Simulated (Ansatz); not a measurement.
Strength of the C–C bond: C3H5NO → C2H5O + CN

Species: C3H5NO (methoxyacetonitrile) `COCC#N`, singlet; C2H5O (methoxymethyl) `[CH2]OC`, doublet; CN, doublet. 

Shapes, held fixed at every level: PBE0-D4/def2-TZVP. Flexible molecules stand in one conformer, not always the lowest. Programs: Ansatz 0.2.0. Electronic energies: no zero-point or thermal term.

(1) Estimate ΔE of this reaction.

Answers

(1) B2PLYP/def2-TZVPP gives ΔE = +485.5 kJ/mol; the levels span +388.0 to +512.8. The median of the levels is +484.9. Hartree–Fock misses the correlation of the pair that is broken and comes out low. No measured value is set beside it here. Spin contamination: CN (⟨S²⟩ up to 1.11). Open shells run unrestricted unless RO is named. Times are processor times on shared x86 and Arm servers, and rough.

| level | kind | ΔE (kJ/mol) | CPU time (sum over the molecules) |
| --- | --- | --- | --- |
| HF/def2-TZVPP | Hartree–Fock | +388.0 | – |
| PBE-D4/def2-TZVPP | GGA | +482.7 | 15 s |
| r2SCAN-D4/def2-TZVPP | meta-GGA | +470.9 | 28 s |
| B3LYP-D4/def2-TZVPP | global hybrid | +484.3 | 19 s |
| PBE0-D4/def2-TZVPP | global hybrid | +498.4 | 14 s |
| wB97M-V/def2-TZVPP | range-separated hybrid | +512.8 | 59 s |
| wB97X-V/def2-TZVPP | range-separated hybrid | +509.9 | 45 s |
| B2PLYP/def2-TZVPP | double hybrid | +485.5 | 25 s |
